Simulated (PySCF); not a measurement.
Species: C₅H₇N.
Atom-mapped SMILES: `[CH3:1]/[CH:2]=[CH:3]/[CH2:4][C:5]#[N:6]` (hydrogens: H7, H8, H9 on C1; H10 on C2; H11 on C3; H12, H13 on C4)

Torsions of this conformer, `[CH3:1]/[CH:2]=[CH:3]/[CH2:4][C:5]#[N:6]`: C2–C3–C4–C5 118°.

The closed-shell ground state was solved at several levels (PySCF, density fitting, gas phase, non-relativistic). The structure is a single GFN2-xTB conformer in the gas phase; no vibrational or solvent corrections.

```json
{"level": "PBE0/pcSseg-1", "basis functions": "137", "HOMO (eV)": "-7.78", "LUMO (eV)": "-0.06", "gap (eV)": "7.72", "dipole (D)": "4.27"}
{"level": "B3LYP/pcJ-1", "basis functions": "232", "HOMO (eV)": "-7.53", "LUMO (eV)": "-0.28", "gap (eV)": "7.25", "dipole (D)": "4.25"}
```

What might B3LYP/def2-SVPD (176 basis functions) give for the same quantities?

HOMO -7.57 eV, LUMO -0.39 eV, gap 7.18 eV, dipole 4.30 D.

Over all these levels, which gives the widest orbital gap and which the narrowest?

PBE0/pcSseg-1 (global hybrid, 25 % exact exchange) has the widest, 7.72 eV, and B3LYP/def2-SVPD (global hybrid, 20 % exact exchange) the narrowest, 7.18 eV. Functional and basis both differ between the two, so the spread mixes both effects.

How far do the dipole and the HOMO energy spread over the levels?

The dipole runs from 4.25 to 4.30 D (mean 4.28 D) and the HOMO from -7.78 to -7.53 eV.
